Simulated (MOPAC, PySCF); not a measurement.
Cubic BN, band gap

Reference value: 6.2 eV (measured, 300 K, not corrected to a static lattice; as tabulated in arXiv:1206.3780).

```csv
level (code),value (eV),cell (Å³/atom)
PM6 semi-empirical Hartree-Fock (MOPAC),8.64,6.02
PBE (PySCF),4.45 ± 0.05,5.91
PBE0 (PySCF),6.63 ± 0.03,5.91
Hartree–Fock (PySCF),13.95 ± 0.2,5.91
G0W0@PBE0 (PySCF),[?],5.91
```

### Question
Complete the blanks.

### Answer

- G0W0@PBE0 (PySCF), value (eV): 6.85 ± 0.1

Differences against the reference: PM6 semi-empirical Hartree-Fock (MOPAC) +2.44 eV, PBE -1.75 eV, PBE0 +0.43 eV, Hartree–Fock +7.75 eV, G0W0@PBE0 +0.65 eV.

Leaving aside PM6 semi-empirical Hartree-Fock (MOPAC) (doubt noted below): Closest of the ranked levels: PBE0 (+0.43 eV). Farthest off among them: Hartree–Fock (+7.75 eV).

Semilocal Kohn–Sham gaps run low as a rule, and all computed gaps are for a static lattice, while measured ones hold electron–phonon shifts unless said otherwise.  A ± on a computed value is a rough bar: the spread of its extrapolation, a floor set from checks against published values, or a statistical error. PM6 semi-empirical Hartree-Fock (MOPAC): the gap is read on the k mesh or supercell of the run alone and can be too large. PM6 semi-empirical Hartree-Fock (MOPAC): the method was fitted mainly to molecules. PM6 semi-empirical Hartree-Fock (MOPAC): gaps of these semi-empirical methods are Hartree–Fock-like level differences, and their formation enthalpies are fitted 298 K values. Values are at the measured cell; PM6 semi-empirical Hartree-Fock (MOPAC) at the level's own equilibrium cell.

Differences are worked out from the printed values.
